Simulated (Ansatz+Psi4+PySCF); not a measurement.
Two shapes of doublet LiHO(+).

Shape 1:

```xyz
3

Li    0.0000    0.0000    0.0001
O     0.0000    0.0000    1.5795
H     0.0000    0.0000    2.5304
```

Shape 2:

```xyz
3

Li    0.0126   -0.0118    0.0102
O    -0.0114    0.0142    1.5878
H     0.0007    0.0081    2.5121
```

Basis set: cc-pVTZ on H, O; cc-pCVTZ on Li (spherical functions). Correlated methods keep 1 orbital frozen. Correlation on ROHF uses semicanonical orbitals with singles. Charge 1, multiplicity 2.

Computed with Ansatz (development build ahead of 0.2.0) and Psi4 1.11; each method stands on the lowest determinant of its kind that the runs found.

Question: Which shape is lower in energy, and by how much in each method?

Answer:

```
  method  E(2) − E(1) (eV)
    ROHF             0.032
     UHF             0.033
ROHF-MP2             0.055
 UHF-MP2             0.055
```

Shape 1 is lower.
